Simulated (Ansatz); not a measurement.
Chalcopyrite ZnGeP2 was calculated with PBE-D4 in Ansatz (plane waves, PAW).

Input:

Ansatz 0.2 input:
```yaml
crystal:
  lattice:
    - [-2.7346973846, 2.7346973846, 5.3930161191]
    - [2.7346973846, -2.7346973846, 5.3930161191]
    - [2.7346973846, 2.7346973846, -5.3930161191]
  atoms:
    - { symbol: Zn, position: [0.0, 0.0, 0.0] }
    - { symbol: Zn, position: [0.75, 0.25, 0.5] }
    - { symbol: Ge, position: [0.5, 0.5, 0.0] }
    - { symbol: Ge, position: [0.25, 0.75, 0.5] }
    - { symbol: P, position: [0.875, 0.8727003469, 0.4977003469] }
    - { symbol: P, position: [0.1272996531, 0.625, 0.0022996531] }
    - { symbol: P, position: [0.375, 0.3772996531, 0.5022996531] }
    - { symbol: P, position: [0.6227003469, 0.125, 0.9977003469] }
basis:
  ecutwfc: 520
  ecutrho_ratio: 4
  xc_grid: 2
kpoints:
  mp_grid: { grid: [10, 10, 10] }
hamiltonian:
  xc: pbe
  dispersion: d4
  pseudopotentials: { kind: paw }
scf:
  occupations: { method: fermi_dirac, width: 0.01 }
output:
  forces: true
  stress: true
  eigenvalues: true
relax:
  f_tol: 0.004
  escape_saddle: false
  max_steps: 80
  cell: { stress_tol: 0.02, fix: [volume] }
```

Excerpt of the program's output:

```
Relaxation: its limit of steps is 80 (relax.max_steps)
Crystal: 8 atoms, lattice volume = 161.328 Å³
Basis set: ecut = 520 eV, 4349 PW (Γ), exchange–correlation on 100×100×100 points (8 copies of the dense FFT grid, shifted against one another)
Bands: 44, of which v1, the nominal top of the filled ones, is band 36 counted from 1 (35 counted from 0)
Symmetry: 8 space group operations
Space group: I-42d (ITA 122), of the structure as read, at distance tolerance 5.4e-5 Å
k-points: 102 of 1000 (time reversal used)
Functional: x = pbe(κ = 0.804, μ = 0.2195149727645171), c = pbe(β = 0.06672455060314922)
SCF iter   1: F=—  HF=-18255.332561 eV  |F-HF|=—  |Δ(HF+E_count)|=         —  Δρ=6.28e-4  dr2=3.77e-4
SCF iter   2: F=—  HF=-18255.329297 eV  |F-HF|=—  |Δ(HF+E_count)|=   3.26e-3  Δρ=4.39e-4  dr2=1.85e-4
  ...
SCF 1 converged in 7 iterations: F = -18255.329354 eV  dr2 = 8.06e-9
Crystal: 8 atoms, lattice volume = 161.328 Å³
Initial density: handed on by an earlier stage of this run
SCF 2 converged in 4 iterations: F = -18255.329499 eV  dr2 = 4.11e-8
Crystal: 8 atoms, lattice volume = 161.328 Å³
SCF 3 converged in 5 iterations: F = -18255.329520 eV  dr2 = 1.37e-9
Crystal: 8 atoms, lattice volume = 161.328 Å³
SCF iter   3: F=—  HF=-18255.329520 eV  |F-HF|=—  |Δ(HF+E_count)|=  2.22e-10  Δρ=3.11e-7  dr2=1.69e-10
SCF iter   4: F=-18255.329520 eV  HF=-18255.329520 eV  |F-HF|=3.64e-12  |Δ(HF+E_count)|=  2.26e-10  Δρ=8.96e-8  dr2=1.12e-11
SCF 4 converged in 4 iterations: F = -18255.329520 eV  dr2 = 1.12e-11
SCF converged after 4 iterations
Free energy (F): -18255.329520 eV
Internal energy: -18255.329520 eV  (E = F + TS)
E sigma→0 (E₀):  -18255.329520 eV
Fermi energy:    7.838992 eV
--- Stress (GPa, compression-positive) ---
       -1.561364       0.000000       0.000000
        0.000000      -1.561364      -0.000000
        0.000000      -0.000000      -1.561746
  P = ⅓ Tr σ = -1.5615 GPa (-15.615 kbar)
```

The cell is one volume of an energy–volume scan, off the minimum.

Ansatz is a program for electronic structure.
